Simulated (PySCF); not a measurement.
Task: Give a PBE0-D3(BJ)/def2-SVP geometry of `Cn1cnnc1`.

Result: 
```
atom  x, y, z in Å
C1    -1.3561    0.0419    0.4599
N2     0.0010   -0.0023   -0.0223
C3     0.7439   -1.0992   -0.3428
N4     1.9516   -0.7490   -0.6957
N5     2.0278    0.6043   -0.6081
C6     0.8642    1.0369   -0.2037
H7    -1.7788    1.0375    0.2729
H8    -1.9694   -0.6974   -0.0729
H9    -1.4059   -0.1655    1.5398
H10    0.3561   -2.1168   -0.3072
H11    0.5907    2.0778   -0.0334
```

Orientation and origin are arbitrary. Atoms count from 1 in this order. The 5-membered ring N2–C3–N4–N5–C6 has internal angles of 103.7° to 110.7°; it is planar, 0.00 Å rms from its mean plane, widest ring torsion 0°. The C–N distances run from 1.306 Å (N5–C6, aromatic) to 1.441 Å (C1–N2, drawn single), a spread of 0.135 Å. N2 (pyrrole-type nitrogen) is planar (angles 128.1°, 128.1° and 103.7°, sum 359.9°, 0.02 Å off the plane of its three neighbours). The 6 heavy atoms lie in one plane (0.011 Å rms).

Bonds between heavy atoms (Å): C1–N2 1.441, N2–C3 1.363, C3–N4 1.306, N4–N5 1.358, N5–C6 1.306, N2–C6 1.363.

Computed, not measured: PySCF 2.14.0, PBE0-D3(BJ)/def2-SVP geometry optimisation, gas phase.

Point group: near Cs, missed by 0.23 Å at most; the miss may be what the optimiser left on a soft mode. No frequency check.
